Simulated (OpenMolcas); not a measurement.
**How basis sets differ on BNH4S (SMILES NBS)**

BNH4S: 7 atoms, total charge 0, spin state singlet. SMILES: `NBS`. The coordinates come from a PBE0-D4/def2-TZVP relaxation. This is one conformer, not always the lowest.

Each level gives the HOMO–LUMO gap (eV). The values are calculated.

| level | kind | program | value (eV) |
| --- | --- | --- | --- |
| HF/STO-3G | Hartree–Fock | OpenMolcas | 16.37 |
| HF/3-21G | Hartree–Fock | OpenMolcas | 14.74 |
| HF/def2-SVP | Hartree–Fock | OpenMolcas | 14.34 |
| HF/cc-pVTZ | Hartree–Fock | OpenMolcas | 13.55 |

The values span 13.55 to 16.37 eV. A Hartree–Fock LUMO above zero doesn't converge with the basis: it sinks as sets grow more diffuse. Orbital gaps aren't excitation energies.
